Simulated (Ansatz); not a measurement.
Run this with Ansatz 0.2.0, Python API and show what comes out.

The script, `basis.py`:
```python
"""Basis-set convergence for C2H3Si(-)."""

import ansatz
from ase import Atoms


def main() -> None:
    atoms = Atoms(["C", "C", "Si", "H", "H", "H"], positions=[
        (1.6869, -0.0866, -0.4456),
        (0.5769, 0.048, -0.0076),
        (-1.1502, 0.2559, 0.6714),
        (2.6709, -0.2078, -0.8375),
        (-1.9879, 1.0558, -0.2585),
        (-1.7966, -1.0653, 0.8777),
    ])
    molecule = ansatz.Crystal.molecule_from_ase(atoms)

    job = molecule.calculation().correlation("mp2").charge(-1)

    energies = {}
    for basis in ["cc-pVDZ", "cc-pVTZ"]:
        summary = job.basis(gaussian=basis).run(threads=1, pin="off").report
        size = summary["n_frozen"] + summary["n_occupied"][0] + summary["n_virtual"][0]
        energies[basis] = (summary["reference_energy_ev"] / 27.211386246, summary["free_energy_ev"] / 27.211386246)
        print(f"{basis:14s} {size:4d} orbitals  reference {energies[basis][0]:14.6f} Ha  total {energies[basis][1]:14.6f} Ha")

    # two-point extrapolation: the basis-set error of the correlation energy falls as X^-3
    small, large = (energies[b][1] - energies[b][0] for b in ("cc-pVDZ", "cc-pVTZ"))
    limit = (3 ** 3 * large - 2 ** 3 * small) / (3 ** 3 - 2 ** 3)
    print(f"correlation energy: {small:.6f} and {large:.6f} Ha, extrapolated {limit:.6f} Ha")
    print(f"share caught by the larger set: {100 * large / limit:.1f} %")


if __name__ == "__main__":
    main()
```

```console
$ python basis.py
cc-pVDZ          61 orbitals  reference    -366.309493 Ha  total    -366.666902 Ha
cc-pVTZ         136 orbitals  reference    -366.350288 Ha  total    -366.788499 Ha
correlation energy: -0.357409 and -0.438211 Ha, extrapolated -0.472233 Ha
share caught by the larger set: 92.8 %
```

Against cc-pVDZ: cc-pVTZ -121.6 mHa. The last step alone is -121.60 mHa.

Reading the output:
- The drop along the ladder measures the basis error, and is no property of the molecule.
- The geometry is a force-field or estimated start, not a minimum of this method, and the last set is no limit. Much of the fall in a total is atomic energy, which cancels in bond and reaction energies.
- Inner cores stay frozen, so this is valence correlation.
- For Al to Cl the sets with a tight d function, cc-pV(X+d)Z, are usual.
- An extrapolation from small basis sets is rough.
- Anions want diffuse functions, which this basis lacks.
- Timing: 2.6 s on 1 thread of Arm Neoverse V1 (shared host), peak memory 0.25 GiB.
